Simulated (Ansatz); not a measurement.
A made-up structure of CH6AlB, closed shell:

C1  (0.445, 0.043, -0.436)
B2  (-0.754, 0.985, -0.760)
Al3  (0.686, -1.180, 1.289)
H4  (-1.394, 0.346, -1.471)
H5  (-0.468, 1.914, -1.374)
H6  (-1.440, 1.289, 0.112)
H7  (1.183, -0.023, -1.194)
H8  (0.074, -2.652, 1.371)
H9  (1.518, -0.676, 2.555)
(Å)

It is relaxed with PBE-D4/def2-SVP and then PBE0-D4/def2-TZVP (Ansatz 0.2.0). Atoms count as bonded within 1.22 times the sum of their covalent radii (H–H: 0.88 Å). The end point is not checked to be a true minimum.

Does its bonding change? (Judge from chemistry; the calculation decides.)

By the calculation: Yes. Formed: C1–H4; broken: B2–H4.

Where it ends: The first stage lowers the energy by 3.01 eV in 21 steps. It ends as CH₆AlB ([BH2][CH2][AlH2]):
```csv
atom,x (Å),y (Å),z (Å)
C1,0.0975,-0.1124,-0.7824
B2,-0.7228,1.1143,-0.4656
Al3,0.5063,-0.8703,1.0049
H4,-0.4185,-0.9429,-1.2731
H5,-0.1901,2.1634,-0.2278
H6,-1.9155,1.0424,-0.3504
H7,1.1053,0.0591,-1.1750
H8,-0.4165,-2.0171,1.5893
H9,1.8056,-0.3909,1.7726
```

Labels in which every atom is bracketed show which atoms are joined, not bond orders.

For scale, one of the runs: PBE0-D4/def2-TZVP relaxation, 135 basis functions, launched by `ansatz run in.yaml --threads 2 --pin off --events-out ev --progress --plain --max-ram 4352MiB`. Hardware: 2 CPU threads of an Arm Neoverse V2, shared host. Wall time about 16 s.
